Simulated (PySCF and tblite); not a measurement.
Results of a calculation; reference values are marked as such.
# Conformers and averaged properties: 1,3-difluoropropane, C3H6F2, numbered as in [F:1][CH2:2][CH2:3][CH2:4][F:5]

The ensemble was built from 90 distance-geometry starts (ETKDG and KDG, MMFF94s, GFN2-xTB) and rests on PBE0-D3(BJ)/def2-SVP geometries. Weights use B3LYP-D3(BJ)/def2-SVP (IEF-PCM, chloroform) energies plus GFN2-xTB zero-point and thermal terms (modes under about 50 cm⁻¹ blended into free rotors). Symmetry numbers and mirror images are counted. Conformers within 2.5 kcal/mol (GFN2-xTB free energy) were kept, 4 at most. GIAO shieldings: wB97X-D/pcSseg-1 (IEF-PCM, chloroform). Shifts are against TMS (¹H), TMS (¹³C), CFCl3 (¹⁹F) at the same level. Run with PySCF (density fitting) and tblite.

Torsions listed: F1–C2–C3–C4, C2–C3–C4–F5. Of a mirror pair one member is shown.

```tsv
conformer	shape	symmetry	E(GFN2, own minimum) kcal/mol	E(DFT) kcal/mol	G(298.15 K) kcal/mol	weight %	dipole D
1	-62°, -64°	C2 (pair)	0.00	0.00	0.00	69.4	2.22
2	180°, 61°	C1 (pair)	0.26	1.04	0.51	29.4	2.13
3	180°, 180°	C2v	1.32	2.31	2.41	1.2	2.00
```

Weights (%) against temperature:

| T (K) | 1 | 2 | 3 | S(mix) cal/mol/K |
| --- | --- | --- | --- | --- |
| 180 | 88.3 | 11.6 | 0.1 | 2.11 |
| 298.15 | 69.4 | 29.4 | 1.2 | 2.68 |
| 320 | 66.6 | 31.9 | 1.5 | 2.74 |
| 350 | 63.2 | 34.9 | 1.9 | 2.81 |
| 800 | 40.0 | 52.1 | 8.0 | 3.07 |

Averaged shifts at 298.15 K. ¹H: 4.65 (H2/H4, 4H), 1.82 (H3, 2H) ppm. ¹³C: 80.9 (C2/C4), 34.7 (C3) ppm. ¹⁹F: -244.5 (F1/F5) ppm.

Coordinates of conformer 1 (Å):

```xyz
11

F     0.802    0.223    1.813
C     0.218    0.959    0.807
C    -0.617    0.058   -0.072
C     0.201   -1.010   -0.760
F     1.108   -0.429   -1.616
H    -0.402    1.747    1.266
H     1.018    1.435    0.217
H    -1.400   -0.427    0.535
H    -1.129    0.673   -0.831
H     0.758   -1.601   -0.013
H    -0.444   -1.691   -1.341
```

Coordinates of conformer 2 (Å):

```xyz
11

F     2.284   -0.339   -0.611
C     1.203    0.324   -0.089
C    -0.025   -0.556   -0.147
C    -1.256    0.121    0.403
F    -1.545    1.250   -0.327
H     1.433    0.608    0.954
H     1.037    1.248   -0.668
H    -0.203   -0.853   -1.193
H     0.159   -1.482    0.424
H    -2.126   -0.556    0.362
H    -1.109    0.424    1.455
```

Unscaled ¹⁹F shifts at such levels can be off by tens of ppm; differences between conformers or isomers are more reliable. Shifts are unscaled: against experiment ¹³C can be off by 15 ppm or more and ¹H by 0.8 ppm.

Search and properties took 38 s on 1 thread of Arm Neoverse V1, on a host shared with other jobs (rough), launched as `OMP_NUM_THREADS=1 python ens_run.py task.json out`.
